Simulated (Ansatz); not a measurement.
**NaSiH2 radical: functionals against CCSD(T) at one geometry**

The task here is to estimate one member of a computed series from the others.

Program: Ansatz 0.2.0, Gaussian basis. Level of theory: single points in def2-TZVPP. These are calculated values, not measurements.

Correlated methods freeze the cores. The outer core shell of Li, Na, Mg and K is correlated. Orbitals are unrestricted.

### The system as given

SMILES `[Na][SiH2]`, 4 atoms, charge 0, spin multiplicity 2.

Atoms are counted from 1 here; the program's logs count them from 0.

Bond lengths: Na1–Si2 2.710 Å, Si2–H3 1.534 Å, Si2–H4 1.436 Å. Angles: Na1–Si2–H3 111.8°, Na1–Si2–H4 120.4°, H3–Si2–H4 91.0°.

As a file:

```xyz
4
charge 0, multiplicity 2
Na   -2.1607    0.6785   -0.3716
Si    0.4958    0.1616   -0.2212
H     0.7878   -1.3424   -0.2999
H     1.1855    0.2563    1.0346
```

Set-up of the first run:

Contents of run/in.yaml:

```yaml
crystal:
  periodic: [false, false, false]
  atoms:
    - {symbol: Na, position_ang: [-2.160700, 0.678500, -0.371600]}
    - {symbol: Si, position_ang: [0.495800, 0.161600, -0.221200]}
    - {symbol: H, position_ang: [0.787800, -1.342400, -0.299900]}
    - {symbol: H, position_ang: [1.185500, 0.256300, 1.034600]}
basis:
  gaussian: {orbitals: def2-TZVPP}
magnetization: {spin_polarized: true, initial_magnetization: 1}
correlation: {method: ccsd_t}
scf: {omitted_lower_state_checks: [cluster_reference]}
output: {forces: true}
```

No record of the launch command was kept for these runs.

Steps of the session up to this table: CCSD(T)/def2-TZVPP; PBE0-D4/def2-TZVPP; wB97M-V/def2-TZVPP; r2SCAN-D4/def2-TZVPP; PBE-D4/def2-TZVPP; revPBE-D4/def2-TZVPP; B97M-V/def2-TZVPP.

One of the session's tables, all rows but one given; the rest of the session is left out.

```
   method  RMS force component (eV/Å)  angle to CCSD(T) forces (°)  dipole (D)
  CCSD(T)                       0.571                    reference        8.05
  PBE0-D4                       0.584                          3.4        7.43
  wB97M-V                           ?                            ?           ?
r2SCAN-D4                       0.574                          3.5        7.69
   PBE-D4                       0.618                         11.3        6.77
revPBE-D4                       0.627                         12.6        6.88
   B97M-V                       0.567                          8.4        7.04
```

Estimate the missing values for wB97M-V.

**Answer.** RMS force component (eV/Å): 0.549; angle to CCSD(T) forces (°): 3.9; dipole (D): 7.70. In the column «RMS force component (eV/Å)» it is the lowest.
